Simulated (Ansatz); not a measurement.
# Si–BH$_{2}$, quartet: the ladder up to full CI

Geometry: a point of a breathe scan, not a stationary point.

```xyz
4

Si    0.0000    0.0000    1.2759
B     0.0000    0.0000   -2.6360
H     0.0000   -2.1121   -3.6392
H     0.0000    2.1121   -3.6392
```

Basis 6-31G; Ansatz 0.2.0. Only valence electrons are correlated (noble-gas cores frozen), which leaves 9 electrons in 20 orbitals. R marks a restricted (for open shells ROHF) determinant, U an unrestricted one. Active spaces: valence = (9e, 10o) chosen from the atoms' valence shells.

Full CI is exact within this basis and frozen core; it isn't the basis-set limit. The frozen core follows each run's orbitals, which can shift R against U totals by a few meV.

Unrestricted rows (U) aren't spin-pure: their determinants' ⟨S²⟩ exceeds S(S+1) by up to 0.74, so they mix in states of higher spin.

The UHF ⟨S²⟩ is 4.491, the T1 diagnostic (RCCSD) is 0.0623 and the largest doubles amplitude (RCCSD) is 0.202. The T1 diagnostic (UCCSD) is 0.0827.

Task: From what is known of these methods and the diagnostics, rank them by the size of their error in total energy against full CI in 6-31G, smallest first (an estimate: the text doesn't fix the numbers).
A. NEVPT2 (valence space)
B. UCCSDT(Q)
C. MRCISD (valence space)
D. UMP2
E. UHF

Result: B (0.1 kJ/mol), C (1.6 kJ/mol), A (22.0 kJ/mol), D (142.6 kJ/mol), E (251.9 kJ/mol).

All errors are against full CI in 6-31G. Below it: UCCSDT(Q). With T1 at 0.062 and a doubles amplitude of 0.20 one determinant is a poor start. Within each family the higher level lies nearer, as is usual though not guaranteed.

The restricted determinant belongs to another symmetry than the lowest state (A2); the lowest full-CI state of the determinant's symmetry (B1) lies 0.018 eV higher, and methods that keep that symmetry describe that state.

The full-CI state has the irrep A2 of C2v, in the program's axes.

Natural occupations of full CI about the gap: 1.950 1.879 1.664 1.010 0.996 0.996 0.216 0.166 0.051 0.039; effectively unpaired electrons, Σ n²(2−n)², 3.63.
